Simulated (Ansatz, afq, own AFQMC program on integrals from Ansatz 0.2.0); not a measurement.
AlO, doublet: AFQMC among the cluster methods

```xyz
2

Al    0.0000    0.0000    0.0000
O     0.0000    0.0000    1.6200
```

Basis 6-31G. Noble-gas cores (and the filled d shells of Ga–Kr and In–Xe) are frozen. Integrals, coupled cluster, full CI and functionals: Ansatz 0.2.0; the random walks run on the same integrals in our own AFQMC program. ph-AFQMC/CISD is guided by a CISD state made of CCSD amplitudes; releasing the constraint for a short imaginary time cuts its bias at the price of noise, slowly where states lie close. Free AFQMC starts from the CCSD state and is never constrained. Its projection time is finite, and what remains of the start isn't in its error. ± is one standard error of the sampling.

Determinant: UHF, the one that the program's search chose, which needn't be the lowest solution. The geometry is a PBE0/def2-TZVP stationary point of this or a neighbouring charge and spin state.

Full CI on the same integrals is exact in this basis and with this determinant's frozen core.

Cautions: an unrestricted solution with more broken spin lies lower (176 meV, ⟨S²⟩ 0.90); strong correlation (T1 0.117, weight of the determinant 0.68, largest double 0.12); the released energies are still falling, so no released level is given (meV from the phaseless value at times in 1/Eh: -11 ± 3 at 0.24, -13 ± 4 at 0.51, -19 ± 4 at 0.99, -23 ± 5 at 1.62, -27 ± 5 at 2.40).

The T1 diagnostic is 0.1171. The weight of the determinant in the CISD state is 0.681, the ⟨S²⟩ of the determinant is 0.786 and the size of the correlated space is 9 electrons in 16 orbitals.

Reference: full CI, correlation energy -4.761 eV. The cautions show a poor starting determinant, so the rows tell how each method copes with it here, and full CI is the sure value.

| level | E − E(reference) (meV) | share of correlation (%) |
| --- | --- | --- |
| HF | 4761.3 | 0.00 |
| MP2 | 1212.6 | 74.53 |
| CCSD | 244.8 | 94.86 |
| CCSD(T) | 110.9 | 97.67 |
| ph-AFQMC/HF | 311.1 ± 24.2 | 93.47 |
| ph-AFQMC/CISD | 68.3 ± 4.8 | 98.57 |
| free AFQMC | 12.7 ± 9.0 | 99.73 |

Free projections are given only where their last times agree within the noise and don't stop above the reference; a slow remainder of the start can still hide under it. A walk keeps the symmetry of its determinant, which the program's search chose and which needn't be the lowest solution, so a lower state of the same spin and another symmetry isn't excluded.
